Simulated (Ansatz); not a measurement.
Results of PBEsol (Ansatz, a first-principles code, PAW) for Cu2ZnSnS4 (I-4, No. 82).

Settings: plane-wave cutoff 520 eV, 10×10×10 k mesh, Fermi–Dirac smearing 0.01 eV, no spin polarisation, scalar-relativistic PAW data made under PBE.

Computed at the level's own relaxed cell.

### Question
Give the computed band gap, lattice constant a and c axis length.

### Answer

- band gap = 0.11 eV
- lattice constant a = 5.374 Å
- c axis length = 10.755 Å

Measured, for comparison: band gap 1.49 eV (temperature not stated, not corrected to a static lattice, direct; as tabulated in Wikipedia's data pages).

Spin–orbit coupling is not included.

The computed numbers hold no vibrational or temperature effects.
